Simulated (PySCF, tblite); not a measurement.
# CH6Si: bond homolysis, part 2 of 3

tblite 0.8.0 and PySCF 2.14.0. Atoms count from 0. Earlier steps stand in the parts before.

## (12) Optimising the geometry with GFN2-xTB

This step treats CH5Si radical, labelled `C[SiH2]` (the label fixes atoms and charge, not where charge and spin sit).

The job: settings as JSON, then the geometry in Å.

```
{"job": {"kind": "relax", "xc": "GFN2-xTB", "basis": "xTB"}, "charge": 0, "multiplicity": 2}
C     -0.966200    -0.119100     0.016400
Si     0.872900     0.114100    -0.053700
H     -1.421200     0.578400     0.742300
H     -1.250200    -1.122300     0.305100
H     -1.428600     0.071500    -0.956800
H      1.489900    -0.848500    -1.014400
H      1.485100    -0.143600     1.304400
```

The program printed:

```text
step      E/eV     max force
  0    -172.58517    1.594
  1    -172.63359    0.744
  2    -172.64626    0.350
  3    -172.64994    0.258
  4    -172.65272    0.193
  5    -172.65503    0.162
  6    -172.65669    0.156
  7    -172.65771    0.111
  8    -172.65833    0.107
  9    -172.65878    0.088
 10    -172.65919    0.071
 11    -172.65964    0.075
 12    -172.66010    0.078
 13    -172.66043    0.051
 14    -172.66058    0.039
 15    -172.66064    0.025
 16    -172.66068    0.023
 17    -172.66071    0.013
 18    -172.66071    0.005
```

Wall time 0.05 s (1 thread of Arm Neoverse V1, shared host).

The steps of the relaxation:

```
step  energy from step 0 (eV)  largest force (eV/Å)
   0                   0.0000                1.5938
   1                  -0.0484                0.7436
   2                  -0.0611                0.3500
   3                  -0.0648                0.2581
   4                  -0.0675                0.1927
   5                  -0.0699                0.1620
   6                  -0.0715                0.1559
   7                  -0.0725                0.1110
   8                  -0.0732                0.1068
   9                  -0.0736                0.0879
  10                  -0.0740                0.0710
  11                  -0.0745                0.0750
  12                  -0.0749                0.0781
  13                  -0.0753                0.0514
  14                  -0.0754                0.0386
  15                  -0.0755                0.0248
  16                  -0.0755                0.0229
  17                  -0.0755                0.0132
  18                  -0.0755                0.0054
```

Close pairs (by a distance rule), those that changed most:

```
  bond  before (Å)  after (Å)  change (Å)
Si1–H6       1.512      1.458      -0.054
C0–Si1       1.855      1.893      +0.038
Si1–H5       1.493      1.458      -0.036
 C0–H2       1.105      1.086      -0.018
 C0–H4       1.094      1.086      -0.008
 C0–H3       1.082      1.089      +0.007
```

The next job starts from the end point, and lists it.

## (13) Vibrational analysis with GFN2-xTB

The job: settings as JSON, then the geometry in Å.

```
{"job": {"kind": "ir", "xc": "GFN2-xTB", "basis": "xTB"}, "charge": 0, "multiplicity": 2}
C     -0.990087    -0.118873     0.019209
Si     0.896603     0.033457    -0.023039
H     -1.428687     0.575416     0.730548
H     -1.291488    -1.123798     0.312345
H     -1.427360     0.083596    -0.954547
H      1.514856    -0.815139    -1.034461
H      1.507890    -0.104166     1.293177
```

The program printed:

```text
mode    cm-1     km/mol
  1     148.4      0.06
  2     487.6     33.67
  3     504.3     36.86
  4     739.0     44.22
  5     772.3    222.73
  6     834.2     56.60
  7     838.2     78.52
  8    1369.8      2.13
  9    1490.2      0.13
 10    1490.6      0.57
 11    2289.0    133.18
 12    2304.1    593.51
 13    2988.1     29.61
 14    3035.1     37.03
 15    3037.3     10.91
ZPE 133.550  H(298)-E 147.251  G(298)-E 66.573 kJ/mol  S 270.59 J/(mol K)
```

It took 0.11 s on 1 thread of Arm Neoverse V1, shared host.

The strongest bands and the atoms that carry them (share of the mass-weighted mode):

```
cm⁻¹  km/mol                                atoms
 504    36.9                     H5 42 %, H6 42 %
 739    44.2            H6 32 %, H5 32 %, C0 25 %
 772   222.7  Si1 30 %, C0 28 %, H6 16 %, H5 16 %
 834    56.6   H3 47 %, H2 16 %, C0 16 %, H4 13 %
 838    78.5            H4 36 %, H2 33 %, C0 17 %
2289   133.2                     H5 52 %, H6 46 %
2304   593.5                     H6 51 %, H5 45 %
3035    37.0                     H2 48 %, H4 44 %
```

## (14) Relaxing the molecule at PBE0-D3(BJ)/def2-SVP

This step treats CH5Si radical, labelled `C[SiH2]` (the label fixes atoms and charge, not where charge and spin sit).

The job, as its differences from that of step 13:

```diff
@@ -1,2 +1,2 @@
-{"job": {"kind": "ir", "xc": "GFN2-xTB", "basis": "xTB"}, "charge": 0, "multiplicity": 2}
+{"job": {"xc": "PBE0", "basis": "def2-SVP", "d3": "d3bj", "grid": 1, "kind": "geom"}, "charge": 0, "multiplicity": 2}
 C     -0.990087    -0.118873     0.019209
```

The program printed:

```text
step   0  E = -330.25824473  max force = 0.016312
step   1  E = -330.25999976  max force = 0.003936
step   2  E = -330.26008865  max force = 0.000821
step   3  E = -330.26009959  max force = 0.000185
optimisation converged
```

It took 4.3 s on 1 thread of Arm Neoverse V1, shared host.

Step by step:

```
step  energy from step 0 (eV)  largest force component (eV/Å)
   0                   0.0000                          0.8388
   1                  -0.0478                          0.2024
   2                  -0.0502                          0.0422
   3                  -0.0505                          0.0095
```

Distances of close pairs at the start and the end, largest changes first:

```
  bond  before (Å)  after (Å)  change (Å)
Si1–H6       1.458      1.498      +0.040
Si1–H5       1.458      1.498      +0.040
 C0–H4       1.086      1.100      +0.014
 C0–H2       1.086      1.100      +0.014
 C0–H3       1.089      1.103      +0.013
C0–Si1       1.893      1.884      -0.010
```

The next job starts from the end point, and lists it.

```
                         at the end point                   value
  point group (found at 0.08 Å tolerance)                      Cs
rotational constants (GHz, main isotopes)  72.225, 11.639, 11.066
                        dipole moment (D)                    0.86
                                     ⟨S²⟩                   0.752
```

## (15) Harmonic vibrations (CH₅Si radical, C[SiH2]): PBE0-D3(BJ)/def2-SVP

The job: settings as JSON, then the geometry in Å.

```
{"job": {"xc": "PBE0", "basis": "def2-SVP", "d3": "d3bj", "grid": 2, "kind": "hessian"}, "charge": 0, "multiplicity": 2}
C     -0.991810    -0.130918     0.028186
Si     0.875361     0.104606    -0.050674
H     -1.443573     0.561736     0.753906
H     -1.242703    -1.160043     0.334698
H     -1.450933     0.054231    -0.954433
H      1.510646    -0.805796    -1.056643
H      1.519353    -0.093648     1.287341
```

The program printed:

```text
coarse grid: 5816 points
cycle   1  E = -330.1980628856  dE = -1.673e-01  |g| = 1.888e-01  |ddm| = 1.671e+00
cycle   2  E = -330.1937725152  dE =  4.290e-03  |g| = 2.108e-01  |ddm| = 3.672e-01
cycle   3  E = -330.2186144245  dE = -2.484e-02  |g| = 1.312e-02  |ddm| = 1.985e-01
cycle   4  E = -330.2187621963  dE = -1.478e-04  |g| = 3.517e-03  |ddm| = 2.337e-02
cycle   5  E = -330.2187745217  dE = -1.233e-05  |g| = 9.229e-04  |ddm| = 7.539e-03
cycle   6  E = -330.2187755476  dE = -1.026e-06  |g| = 3.080e-04  |ddm| = 1.926e-03
final grid: 50000 points
cycle   7  E = -330.2600951044  dE = -5.373e-06  |g| = 3.054e-03  |ddm| = 7.870e-03
cycle   8  E = -330.2600926405  dE =  2.464e-06  |g| = 3.715e-03  |ddm| = 5.728e-03
cycle   9  E = -330.2601001289  dE = -7.488e-06  |g| = 4.607e-05  |ddm| = 3.258e-03
cycle  10  E = -330.2601001311  dE = -2.223e-09  |g| = 1.644e-05  |ddm| = 1.420e-04
cycle  11  E = -330.2601001314  dE = -2.973e-10  |g| = 4.486e-06  |ddm| = 4.248e-05
cycle  12  E = -330.2601001315  dE = -2.541e-11  |g| = 1.377e-06  |ddm| = 1.521e-05
converged SCF energy = -330.2601001315

mode    cm-1
  1     188.7
  2     518.6
  3     555.0
  4     699.9
  5     829.8
  6     878.3
  7     925.1
  8    1254.8
  9    1424.1
 10    1427.5
 11    2195.4
 12    2217.0
 13    3053.3
 14    3154.8
 15    3174.4
ZPE 134.560  H(298)-E 147.873  G(298)-E 67.985 kJ/mol  S 267.94 J/(mol K)
```

It took 33 s on 1 thread of Arm Neoverse V1, shared host; peak memory 0.86 GiB.

Zero-point energy 134.56 kJ/mol (xTB gave 133.55).

## (16) Single point (CH₅Si radical, C[SiH2]): wB97X-D3(BJ)/def2-TZVP

Geometry: PBE0-D3(BJ)/def2-SVP.

The job, as its differences from that of step 15:

```diff
@@ -1,2 +1,2 @@
-{"job": {"xc": "PBE0", "basis": "def2-SVP", "d3": "d3bj", "grid": 2, "kind": "hessian"}, "charge": 0, "multiplicity": 2}
+{"job": {"kind": "sp", "xc": "wB97X", "basis": "def2-TZVP", "d3": "d3bj", "grid": 2}, "charge": 0, "multiplicity": 2}
 C     -0.991810    -0.130918     0.028186
```

The program printed:

```text
coarse grid: 5816 points
cycle   1  E = -330.6167370343  dE = -1.842e-01  |g| = 1.362e-01  |ddm| = 1.262e+00
cycle   2  E = -330.6276143677  dE = -1.088e-02  |g| = 6.976e-02  |ddm| = 1.673e-01
cycle   3  E = -330.6300123413  dE = -2.398e-03  |g| = 2.063e-02  |ddm| = 5.610e-02
cycle   4  E = -330.6304364290  dE = -4.241e-04  |g| = 5.683e-03  |ddm| = 3.187e-02
cycle   5  E = -330.6304727521  dE = -3.632e-05  |g| = 1.899e-03  |ddm| = 8.369e-03
cycle   6  E = -330.6304798883  dE = -7.136e-06  |g| = 4.724e-04  |ddm| = 4.404e-03
final grid: 50000 points
cycle   7  E = -330.6272278253  dE = -1.309e-05  |g| = 1.209e-03  |ddm| = 8.790e-03
cycle   8  E = -330.6272283530  dE = -5.277e-07  |g| = 7.556e-04  |ddm| = 1.379e-03
cycle   9  E = -330.6272286304  dE = -2.775e-07  |g| = 1.406e-04  |ddm| = 5.061e-04
cycle  10  E = -330.6272286612  dE = -3.075e-08  |g| = 5.474e-05  |ddm| = 3.046e-04
cycle  11  E = -330.6272286678  dE = -6.593e-09  |g| = 1.769e-05  |ddm| = 1.824e-04
converged SCF energy = -330.6272286678
```

Run time: 2.7 s. Hardware: 1 thread of Arm Neoverse V1, shared host.

## (17) Single point (SiH3 radical): wB97X-D3(BJ)/def2-TZVP

Geometry: PBE0-D3(BJ)/def2-SVP.

The job: settings as JSON, then the geometry in Å.

```
{"job": {"kind": "sp", "xc": "wB97X", "basis": "def2-TZVP", "d3": "d3bj", "grid": 2}, "charge": 0, "multiplicity": 2}
Si     0.949463     0.112039    -0.044683
H      1.217441     1.517980    -0.473702
H      1.501124    -0.870051    -1.026302
H      1.470107    -0.144446     1.332140
```

The program printed:

```text
coarse grid: 3488 points
cycle   1  E = -291.2506169814  dE = -3.035e-01  |g| = 1.003e-01  |ddm| = 9.416e-01
cycle   2  E = -291.2586839024  dE = -8.067e-03  |g| = 4.071e-02  |ddm| = 1.407e-01
cycle   3  E = -291.2595399614  dE = -8.561e-04  |g| = 1.218e-02  |ddm| = 4.015e-02
cycle   4  E = -291.2597498277  dE = -2.099e-04  |g| = 2.891e-03  |ddm| = 2.419e-02
cycle   5  E = -291.2597683473  dE = -1.852e-05  |g| = 8.997e-04  |ddm| = 6.921e-03
cycle   6  E = -291.2597706126  dE = -2.265e-06  |g| = 2.030e-04  |ddm| = 2.674e-03
final grid: 28048 points
cycle   7  E = -291.2600882509  dE = -3.016e-06  |g| = 5.011e-04  |ddm| = 2.658e-03
cycle   8  E = -291.2600883563  dE = -1.054e-07  |g| = 1.380e-04  |ddm| = 6.035e-04
cycle   9  E = -291.2600883736  dE = -1.730e-08  |g| = 5.218e-05  |ddm| = 2.318e-04
cycle  10  E = -291.2600883806  dE = -7.020e-09  |g| = 1.707e-05  |ddm| = 2.100e-04
converged SCF energy = -291.2600883806
```

Run time: 0.7 s. Hardware: 1 thread of Arm Neoverse V1, shared host.

## (18) Bond homolysis: wB97X-D3(BJ)/def2-TZVP

This step combines the energies above: geometries from PBE0-D3(BJ)/def2-SVP, zero-point and thermal terms from PBE0-D3(BJ)/def2-SVP.

The job: settings as JSON, then the geometry in Å.

```
{"job": {"kind": "bd", "cap": 8, "geom": {"xc": "PBE0", "basis": "def2-SVP", "d3": "d3bj", "grid": 1}, "hess": 1, "level": {"xc": "wB97X", "basis": "def2-TZVP", "d3": "d3bj"}}, "charge": 0, "multiplicity": 1}
C     -0.982400    -0.112949     0.021688
Si     0.883603     0.105396    -0.030690
H     -1.438618     0.585998     0.739076
H     -1.247703    -1.136933     0.325684
H     -1.425344     0.075350    -0.968131
H      1.242578     1.497102    -0.445912
H      1.500863    -0.846751    -1.005663
H      1.484658    -0.149427     1.315423
```

Output (the driver's rows laid out field by field):

```text
homolysis bond by bond, wB97X-D3(BJ)/def2-TZVP // PBE0-D3(BJ)/def2-SVP

row 1
  atoms                   0 2
  elements                C H
  length                  1.1006
  fragments               formula CH5Si, charge 0, multiplicity 2, smiles [CH2][SiH3], kept yes, pieces 1, point_group Cs, largest_spin C 1.011; formula H, charge 0, multiplicity 2, smiles [H], kept yes, pieces 1
  electronic              451.0
  zero_kelvin             414.06
  enthalpy                421.19
  free_energy             380.74

row 2
  atoms                   1 5
  elements                Si H
  length                  1.496
  fragments               formula CH5Si, charge 0, multiplicity 2, smiles C[SiH2], kept yes, pieces 1, point_group Cs, largest_spin Si 0.938; formula H, charge 0, multiplicity 2, smiles [H], kept yes, pieces 1
  electronic              407.05
  zero_kelvin             381.65
  enthalpy                387.65
  free_energy             349.68

row 3
  atoms                   0 1
  elements                C Si
  length                  1.8795
  fragments               formula CH3, charge 0, multiplicity 2, smiles [CH3], kept yes, pieces 1, point_group D3h, largest_spin C 1.081; formula H3Si, charge 0, multiplicity 2, smiles [SiH3], kept yes, pieces 1, point_group C3v, largest_spin Si 0.977
  electronic              400.27
  zero_kelvin             373.6
  enthalpy                381.13
  free_energy             334.2
```

Run time: 1.9 min. Hardware: 1 thread of Arm Neoverse V1, shared host.

Some single points behind these values are not shown above.

Dissociation energies (kJ/mol, gas phase, 298 K for the thermal columns):

```
  bond          fragments  electronic  enthalpy  free energy
 C0–H2  [CH2][SiH3] + [H]       451.0     421.2        380.7
Si1–H5      C[SiH2] + [H]       407.1     387.6        349.7
C0–Si1     [CH3] + [SiH3]       400.3     381.1        334.2
```

## (19) Single point (CH₆Si): wavefunction

Geometry: PBE0-D3(BJ)/def2-SVP.

The job: settings as JSON, then the geometry in Å.

```
{"job": {"kind": "sp", "xc": "CCSD(T)", "basis": "ma-def2-TZVP", "grid": 2}, "charge": 0, "multiplicity": 1}
C     -0.982400    -0.112949     0.021688
Si     0.883603     0.105396    -0.030690
H     -1.438618     0.585998     0.739076
H     -1.247703    -1.136933     0.325684
H     -1.425344     0.075350    -0.968131
H      1.242578     1.497102    -0.445912
H      1.500863    -0.846751    -1.005663
H      1.484658    -0.149427     1.315423
```

Method: wavefunction single point, frozen core, gas phase.

The program printed:

```text
final grid: 55368 points
cycle   1  E = -330.2941504080  dE = -2.395e-01  |g| = 2.314e-01  |ddm| = 1.704e+00
cycle   2  E = -330.3171336343  dE = -2.298e-02  |g| = 6.315e-02  |ddm| = 2.381e-01
cycle   3  E = -330.3192131372  dE = -2.080e-03  |g| = 1.698e-02  |ddm| = 9.092e-02
cycle   4  E = -330.3193111445  dE = -9.801e-05  |g| = 3.213e-03  |ddm| = 1.599e-02
cycle   5  E = -330.3193184845  dE = -7.340e-06  |g| = 9.939e-04  |ddm| = 5.768e-03
cycle   6  E = -330.3193190291  dE = -5.446e-07  |g| = 2.988e-04  |ddm| = 1.643e-03
cycle   7  E = -330.3193190838  dE = -5.468e-08  |g| = 5.495e-05  |ddm| = 5.867e-04
cycle   8  E = -330.3193190862  dE = -2.377e-09  |g| = 9.746e-06  |ddm| = 1.275e-04
converged SCF energy = -330.3193190862
E(HF, exact integrals) = -330.3193364479
E(MP2) = -330.6197804518
E(CCSD) = -330.6617030042
E(CCSD(T)) = -330.6723100751
T1 diagnostic = 0.0104
```

It took 29 s on 1 thread of Arm Neoverse V1, shared host; peak memory 0.96 GiB.

## (20) Single point (CH5Si radical, [CH2][SiH3]): wavefunction

Geometry: PBE0-D3(BJ)/def2-SVP.

The job: settings as JSON, then the geometry in Å.

```
{"job": {"kind": "sp", "xc": "CCSD(T)", "basis": "ma-def2-TZVP", "grid": 2}, "charge": 0, "multiplicity": 2}
C     -0.885704    -0.293519    -0.174998
Si     0.925728     0.071973    -0.074138
H     -1.367117    -1.057806     0.444500
H     -1.548800     0.204117    -0.890731
H      1.194095     1.492931    -0.454750
H      1.714546    -0.802575    -1.004056
H      1.431444    -0.171999     1.311822
```

Method: wavefunction single point, frozen core, gas phase.

The program printed:

```text
final grid: 50000 points
cycle   1  E = -329.6489361160  dE = -2.940e-01  |g| = 1.885e-01  |ddm| = 1.202e+00
cycle   2  E = -329.6846859170  dE = -3.575e-02  |g| = 6.663e-02  |ddm| = 2.072e-01
cycle   3  E = -329.6892417025  dE = -4.556e-03  |g| = 2.414e-02  |ddm| = 7.699e-02
cycle   4  E = -329.6899761880  dE = -7.345e-04  |g| = 8.632e-03  |ddm| = 3.039e-02
cycle   5  E = -329.6901121347  dE = -1.359e-04  |g| = 4.191e-03  |ddm| = 1.420e-02
cycle   6  E = -329.6901488767  dE = -3.674e-05  |g| = 1.732e-03  |ddm| = 8.780e-03
cycle   7  E = -329.6901555134  dE = -6.637e-06  |g| = 5.517e-04  |ddm| = 4.416e-03
cycle   8  E = -329.6901561750  dE = -6.615e-07  |g| = 1.502e-04  |ddm| = 1.468e-03
cycle   9  E = -329.6901562206  dE = -4.567e-08  |g| = 4.058e-05  |ddm| = 3.853e-04
cycle  10  E = -329.6901562239  dE = -3.282e-09  |g| = 1.233e-05  |ddm| = 1.002e-04
converged SCF energy = -329.6901562239
E(HF, exact integrals) = -329.6901761801
E(MP2) = -329.9520735993
E(CCSD) = -329.9952611487
E(CCSD(T)) = -330.0043774971
T1 diagnostic = 0.0183
```

It took 2 min on 1 thread of Arm Neoverse V1, shared host; peak memory 4.7 GiB.

## (21) Single point (CH5Si radical, C[SiH2]): wavefunction

Geometry: PBE0-D3(BJ)/def2-SVP.

The job: settings as JSON, then the geometry in Å.

```
{"job": {"kind": "sp", "xc": "CCSD(T)", "basis": "ma-def2-TZVP", "grid": 2}, "charge": 0, "multiplicity": 2}
C     -0.991810    -0.130918     0.028186
Si     0.875361     0.104606    -0.050674
H     -1.443573     0.561736     0.753906
H     -1.242703    -1.160043     0.334698
H     -1.450933     0.054231    -0.954433
H      1.510646    -0.805796    -1.056643
H      1.519353    -0.093648     1.287341
```

Method: wavefunction single point, frozen core, gas phase.

The program printed:

```text
final grid: 50000 points
cycle   1  E = -329.6621489439  dE = -1.775e-01  |g| = 1.705e-01  |ddm| = 1.223e+00
cycle   2  E = -329.6919353817  dE = -2.979e-02  |g| = 5.665e-02  |ddm| = 2.344e-01
cycle   3  E = -329.6962972314  dE = -4.362e-03  |g| = 1.981e-02  |ddm| = 1.033e-01
cycle   4  E = -329.6968414380  dE = -5.442e-04  |g| = 7.270e-03  |ddm| = 3.247e-02
cycle   5  E = -329.6969585708  dE = -1.171e-04  |g| = 2.853e-03  |ddm| = 1.716e-02
cycle   6  E = -329.6969749198  dE = -1.635e-05  |g| = 1.187e-03  |ddm| = 6.510e-03
cycle   7  E = -329.6969779089  dE = -2.989e-06  |g| = 4.097e-04  |ddm| = 3.146e-03
cycle   8  E = -329.6969783180  dE = -4.091e-07  |g| = 1.182e-04  |ddm| = 1.210e-03
cycle   9  E = -329.6969783546  dE = -3.654e-08  |g| = 4.511e-05  |ddm| = 3.559e-04
cycle  10  E = -329.6969783603  dE = -5.789e-09  |g| = 1.580e-05  |ddm| = 2.023e-04
converged SCF energy = -329.6969783603
E(HF, exact integrals) = -329.6969920440
E(MP2) = -329.9737478293
E(CCSD) = -330.0115784133
E(CCSD(T)) = -330.0220273743
T1 diagnostic = 0.0181
```

Run time: 2 min. Hardware: 1 thread of Arm Neoverse V1, shared host; peak memory 4.7 GiB.

## (22) Bond homolysis: CCSD(T)/ma-def2-TZVP

This step combines the energies above: geometries from PBE0-D3(BJ)/def2-SVP, zero-point and thermal terms from PBE0-D3(BJ)/def2-SVP.

The job: settings as JSON, then the geometry in Å.

```
{"job": {"kind": "bd", "cap": 8, "geom": {"xc": "PBE0", "basis": "def2-SVP", "d3": "d3bj", "grid": 1}, "hess": 1, "level": {"xc": "CCSD(T)", "basis": "ma-def2-TZVP"}}, "charge": 0, "multiplicity": 1}
C     -0.982400    -0.112949     0.021688
Si     0.883603     0.105396    -0.030690
H     -1.438618     0.585998     0.739076
H     -1.247703    -1.136933     0.325684
H     -1.425344     0.075350    -0.968131
H      1.242578     1.497102    -0.445912
H      1.500863    -0.846751    -1.005663
H      1.484658    -0.149427     1.315423
```

Output (the driver's rows laid out field by field):

```text
homolysis bond by bond, CCSD(T)/ma-def2-TZVP // PBE0-D3(BJ)/def2-SVP

row 1
  atoms                   0 2
  elements                C H
  length                  1.1006
  fragments               formula CH5Si, charge 0, multiplicity 2, smiles [CH2][SiH3], kept yes, pieces 1, point_group Cs, largest_spin C 1.092; formula H, charge 0, multiplicity 2, smiles [H], kept yes, pieces 1
  electronic              441.41
  zero_kelvin             404.47
  enthalpy                411.59
  free_energy             371.15

row 2
  atoms                   1 5
  elements                Si H
  length                  1.496
  fragments               formula CH5Si, charge 0, multiplicity 2, smiles C[SiH2], kept yes, pieces 1, point_group Cs, largest_spin Si 0.98; formula H, charge 0, multiplicity 2, smiles [H], kept yes, pieces 1
  electronic              395.07
  zero_kelvin             369.67
  enthalpy                375.67
  free_energy             337.7

row 3
  atoms                   0 1
  elements                C Si
  length                  1.8795
  fragments               formula CH3, charge 0, multiplicity 2, smiles [CH3], kept yes, pieces 1, point_group D3h, largest_spin C 1.16; formula H3Si, charge 0, multiplicity 2, smiles [SiH3], kept yes, pieces 1, point_group C3v, largest_spin Si 1.017
  electronic              378.09
  zero_kelvin             351.42
  enthalpy                358.95
  free_energy             312.02
```

Wall time 4.6 min (1 thread of Arm Neoverse V1, shared host); peak memory 0.67 GiB.

Some single points behind these values are not shown above.

Dissociation energies (kJ/mol, gas phase, 298 K for the thermal columns):

```
  bond          fragments  electronic  enthalpy  free energy
 C0–H2  [CH2][SiH3] + [H]       441.4     411.6        371.1
Si1–H5      C[SiH2] + [H]       395.1     375.7        337.7
C0–Si1     [CH3] + [SiH3]       378.1     358.9        312.0
```

(Part 2 of 3 ends here.)
